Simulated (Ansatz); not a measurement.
Rock-salt HfN, relaxed in Ansatz (plane waves) with several semilocal functionals. Each gives its own volume and its own elastic constant C11:

```tsv
level	V0 (Å³/atom)	elastic constant C11 (GPa)	ln V0	ln C11
LDA	11.147	674.5	2.4112	6.5140
r²SCAN	11.584	608.1	2.4496	6.4103
PBE	11.755	570.0	2.4643	6.3456
```

Fit a straight line to ln C11 against ln V0. What does it predict for PBEsol, whose volume is 11.400 Å³/atom?

With x = ln V0 and y = ln C11: means 2.44170 and 6.42330; Σ(Δx Δy) = -0.004625, Σ(Δx²) = 0.001503, so the slope is -3.08. At x = 2.4336 the line gives y = 6.42330 + (-3.08) × (2.4336 − 2.44170) = 6.4482, or 631.6 GPa. The run with PBEsol gives 630.4 GPa, -0.2 % from the line. The rows used scatter about it by up to 1.1 %, while the largest value lies 18 % above the smallest.

Measured: 679 GPa (measured, temperature not stated, not corrected to a static lattice; as tabulated in Wu et al. (2005), arXiv:cond-mat/0412374).

Ansatz's density-functional and Hartree–Fock values are scalar-relativistic unless marked +SOC, with PAW data made under PBE.

Ansatz is a quantum-chemistry and plane-wave program.
